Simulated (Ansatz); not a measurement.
The input, for Ansatz 0.2.0:

```yaml
crystal:
  periodic: [false, false, false]
  atoms:
    - {symbol: B, position_ang: [0.000000, 0.000000, 0.984275]}
    - {symbol: Si, position_ang: [0.000000, 0.000000, -0.815325]}
    - {symbol: O, position_ang: [0.000000, 0.000000, -2.328425]}
    - {symbol: H, position_ang: [0.000000, 0.000000, 2.159475]}
basis:
  gaussian: {orbitals: cc-pVDZ}
magnetization: {spin_polarized: false}
correlation: {method: ccsd, electrons: outside_noble_gas, diis_vectors: 12}
scf: {lower_state_search: off}
```

```sh
$ ansatz run in.yaml --threads 1 --pin off --events-out ev --progress --plain --max-ram 2393MiB
```

Log:

```
these checks for a lower state are left out or cut short: stability, starts, cluster_reference, orbital_swaps, neighbouring_geometries, increment
489 factors; integrals over basis functions are off by at most 1.2e-3 eV
mean field evaluation 1: about -10578.0639 eV, gradient 4.3e1 eV
mean field evaluation 2: about -10578.0672 eV, gradient 4.3e1 eV
mean field evaluation 4: about -10582.4679 eV, gradient 3.4e0 eV
mean field evaluation 8: about -10582.5298 eV, gradient 1.2e-3 eV
mean field -10582.52975399 eV, -388.9007953629 hartree, gradient 1.7e-6 eV, S^2 0.000000; 0 other end points of the search recorded, 0 dependent functions left out
7 core orbitals not correlated: weight in the atoms' cores, before any rotation towards them, 1.000 or more for the frozen orbitals, at most 0.000 for the correlated occupied ones
reference -10582.52975399 eV, -388.9007953629 hartree; 7, 7 occupied and 37, 37 virtual orbitals, 489 factors
second order -9.41215150 eV of doubles, -0.00000000 eV of singles
cycle   1  -9.38759824 eV  change    2.5e-2 eV  update   1.5e-1
cycle   2  -9.80791695 eV  change   -4.2e-1 eV  update   6.4e-2
cycle   3  -9.98801327 eV  change   -1.8e-1 eV  update   3.7e-2
cycle   4  -9.98658834 eV  change    1.4e-3 eV  update   1.3e-2
cycle   5  -9.98284509 eV  change    3.7e-3 eV  update   8.9e-3
cycle   6  -9.98988285 eV  change   -7.0e-3 eV  update   5.4e-3
cycle   7  -9.99144334 eV  change   -1.6e-3 eV  update   3.3e-3
cycle   8  -9.99137629 eV  change    6.7e-5 eV  update   2.1e-3
cycle   9  -9.99252588 eV  change   -1.1e-3 eV  update   1.4e-3
cycle  10  -9.99304007 eV  change   -5.1e-4 eV  update   6.2e-4
cycle  11  -9.99285002 eV  change    1.9e-4 eV  update   2.8e-4
cycle  12  -9.99289535 eV  change   -4.5e-5 eV  update   7.2e-5
cycle  13  -9.99292249 eV  change   -2.7e-5 eV  update   2.7e-5
cycle  14  -9.99290212 eV  change    2.0e-5 eV  update   9.9e-6
cycle  15  -9.99289813 eV  change    4.0e-6 eV  update   3.8e-6
Total energy: -10592.52265213 eV, -389.2680275959 hartree
Checks for a lower state left out: stability, starts, cluster_reference, orbital_swaps, neighbouring_geometries, increment
```

Ran on 1 thread of Arm Neoverse V2, shared host: 0.45 s wall, 0.09 GiB peak host memory.
